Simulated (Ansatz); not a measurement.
Mulliken charges of `OC(O)(O)S` from B3LYP/def2-TZVPP in Ansatz (PBE0-D4/def2-TZVP geometry).

| atom | x (Å) | y (Å) | z (Å) | charge (e) |
| --- | --- | --- | --- | --- |
| O1 | -0.791 | -0.352 | -1.091 | -0.297 |
| C2 | 0.019 | -0.096 | -0.010 | 0.375 |
| O3 | 0.979 | -1.102 | 0.036 | -0.304 |
| O4 | -0.775 | -0.052 | 1.111 | -0.301 |
| S5 | 0.928 | 1.503 | -0.126 | -0.192 |
| H6 | -0.230 | -0.474 | -1.864 | 0.207 |
| H7 | 1.516 | -0.959 | 0.823 | 0.203 |
| H8 | -1.402 | -0.783 | 1.031 | 0.202 |
| H9 | -0.156 | 2.268 | 0.072 | 0.107 |

Q: By hand: the dipole of these point charges (1 e Å = 4.8032 D).

A: Σ q r = (-0.040, -0.078, -0.004) e Å, of length 0.088 e Å = 0.42 D.

Q: How does the dipole of the full density compare? (An estimate is asked.)

A: The calculation gave: (-0.021, -0.141, -0.005) e Å, 0.69 D; the point charges give 0.61 times that, at 19° from its direction.

Point charges leave out the atoms' own dipoles, such as those of lone pairs, and Mulliken's split depends on the basis, so the two needn't agree.

B3LYP here is the variant with VWN-RPA as its local correlation; programs differ in this.
